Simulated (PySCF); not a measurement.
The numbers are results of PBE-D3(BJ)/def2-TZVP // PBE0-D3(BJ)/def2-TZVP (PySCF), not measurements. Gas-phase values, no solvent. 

Reference species (SMILES): `C=C=C` (neutral, multiplicity 1).

```
Item                      Result
----------------------  --------
S1 oscillator strength     0.000
HOMO                    -6.55 eV
LUMO                    -0.70 eV
```

Changed species: `C(=CC#C)=C` (X = ethynyl; the reference has X = H).

### Question
Predict the effect on the S1 oscillator strength, HOMO and LUMO.

### Answer
the S1 oscillator strength stays essentially unchanged; the HOMO rises by 0.57 eV, to -5.98 eV; the LUMO falls by 0.98 eV, to -1.68 eV.
